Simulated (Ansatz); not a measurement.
**SiCGe⁺, doublet in cc-pVTZ: errors against UCCSDT(Q)**

Geometry: that of the SiCGe, singlet, kept fixed.

```xyz
3

C     0.0000    0.0000    0.0276
Ge    0.0000    0.0000   -1.7401
Si    0.0000    0.0000    1.7125
```

Basis cc-pVTZ; Ansatz 0.2.0. Only valence electrons are correlated (noble-gas cores and the filled d shells of p-block atoms frozen), which leaves 11 electrons in 87 orbitals. R marks a restricted (for open shells ROHF) determinant, U an unrestricted one. Active spaces: valence = (11e, 12o) chosen from the atoms' valence shells. No spin–orbit coupling is included, and no scalar relativity.

Full CI isn't at hand for all of this; UCCSDT(Q) serves as the reference, and is uncertain by about the last step of the cluster series. The frozen core follows each run's orbitals, which can shift R against U totals by a few meV for light atoms and by up to 0.1 eV past Ca.

The UHF ⟨S²⟩ is 0.761. The T1 diagnostic (RCCSD) is 0.0191 and the largest doubles amplitude (RCCSD) is 0.055. The T1 diagnostic (UCCSD) is 0.0176.

```
   level  E − E(UCCSDT(Q)) (mEh)  share of correlation (%)    wall time
     UHF                  314.43                      0.99            –
    UMP2                   51.34                     83.84            –
   UCCSD                   18.53                     94.17            –
UCCSD(T)                    2.72                     99.14  33 s (H100)
  UCCSDT                    1.26                     99.60            –
```

The correlation energy at UCCSDT(Q), counted from RHF, is -8.642 eV. That run took 29 s on 2 threads of AMD EPYC 7R13 with a shared H100 80 GB, shared host.

Run but not shown, since their state or frozen core can't be matched to the reference's or they repeat it: RHF, RMP2, RCCSD, RCCSD(T), BCCD(T), RCCSDT, RCCSDT(Q), CASSCF (valence space), NEVPT2 (valence space).

Times hold each run's SCF and search for its determinant on a shared host, so for small cases they say little of a method's own cost.

Natural occupations of CASSCF (valence space) about the gap: 1.982 1.974 1.942 1.932 1.928 0.995 0.068 0.049 0.042 0.040; effectively unpaired electrons, Σ n²(2−n)², 1.10.
